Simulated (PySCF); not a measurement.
Compound: C5H5S (doublet state).
Bonds: C1–C2 (double), C2–C3, C3–S4 (double), C3–C5, C5–C6 (double). Hydrogens: H7, H8 on C1; H9 on C5; H10, H11 on C6.

Identity: `C=[C]C(=S)C=C` [radical].

Computed with UKS B3LYP, pcH-1 on C H S, non-relativistic, mean-field spin-orbit, GIAO (PySCF 2.14.0). The structure is a single GFN2-xTB conformer in the gas phase; no vibrational or solvent corrections. The geometry wasn't refined by DFT: couplings that depend on bond lengths, twists or pyramidal angles can differ widely from those at the functional's own minimum, by a factor of two or more for some ions and for spin on atoms past the first row.

Output of the driver script. Atoms in this output count from 0.

```
UKS, coarse grid
  cycle   1  E = -591.59244030  |g| = 2.84e-01
  cycle   2  E = -591.54311079  |g| = 4.22e-01
  cycle   3  E = -591.63313644  |g| = 1.21e-01
  cycle   4  E = -591.64068302  |g| = 4.67e-02
  cycle   5  E = -591.64196609  |g| = 1.20e-02
  cycle   6  E = -591.64207031  |g| = 7.27e-03
  cycle   7  E = -591.64211663  |g| = 3.61e-03
  cycle   8  E = -591.64213021  |g| = 1.65e-03
  cycle   9  E = -591.64213469  |g| = 5.71e-04
UKS, final grid
  cycle   1  E = -591.64211998  |g| = 4.96e-04
  cycle   2  E = -591.64212025  |g| = 6.96e-04
  cycle   3  E = -591.64212055  |g| = 2.25e-04
  cycle   4  E = -591.64212071  |g| = 2.40e-04
  cycle   5  E = -591.64212081  |g| = 7.41e-05
  cycle   6  E = -591.64212082  |g| = 1.77e-05
E = -591.64212082 Eh   <S^2> = 0.7663 (exact 0.7500)
g shifts (ppm)      1          2          3
  rmc          -203       -203       -203
  gc             -9         45         41
  oz_so         -74      12154     132336
  total        -286      12000     132179
hyperfine (MHz)  atom isotope    a_iso     a_fc   dipolar eigenvalues
    0   13C     -24.98     -24.98     -6.96      2.30      4.65
    1   13C      27.68      27.68    -33.41    -25.04     58.45
    2   13C     -27.78     -27.78     -7.62      2.58      5.04
    3   33S      14.01      14.01    -68.55    -67.26    135.82
    4   13C       2.43       2.43     -1.31     -0.39      1.70
    5   13C      -3.13      -3.13     -4.46      1.63      2.83
    6    1H      71.74      71.74     -2.33     -1.76      4.09
    7    1H      71.76      71.76     -2.34     -1.76      4.09
    8    1H      -2.00      -2.00     -1.76     -1.53      3.28
    9    1H       1.62       1.62     -3.51     -1.80      5.31
   10    1H       1.75       1.75     -0.80      0.17      0.63
```

Task: The run flagged its g tensor. What set off the flag, and which results does it touch?

Result: The largest g shift is +0.132, past the limit of 0.03 at which the run flags a species of elements up to argon. The orbital-Zeeman/spin–orbit term is second order, a sum of spin–orbit matrix elements over excitation energies, so it grows and becomes less reliable as an excited state comes close; a shift of this size calls for a check with another method. The contact and dipolar couplings don't rest on that expansion, but they belong to the state that the SCF found, and a close-lying state with the spin in another orbital would have other couplings; no stability test was run. The run left out the spin–orbit part of the hyperfine coupling.

Task: Where is the spin in this solution (atoms counted from 1)?

Result: The Mulliken spin populations are largest on S4 (+0.76), C2 (+0.38), C3 (-0.11) and C1 (-0.07). The positive populations add up to 1.21 and the negative ones to -0.21, together 2S = 1. ⟨S²⟩ = 0.7663 against the exact 0.7500, 2.2 % above the value of a pure doublet state. C2, the radical centre as drawn in `C=[C]C(=S)C=C`, holds a spin population of +0.38 out of 1.

Task: Average a_iso over equivalent nuclei, turn it into first-order splittings with g = 2.0023, and give the multiplets for abundant isotopes (0.05 mT or more).

Result: 
```csv
nuclei (from 1),isotope,I,position,a_iso (MHz),|a| (mT),splits into
H7/H8,1H,1/2,4 bonds from S4,71.8,2.56,1:2:1 triplet
H9,1H,1/2,3 bonds from S4,-2.0,0.07,1:1 doublet
H11,1H,1/2,4 bonds from S4,1.7,0.06,1:1 doublet
H10,1H,1/2,4 bonds from S4,1.6,0.06,1:1 doublet
```
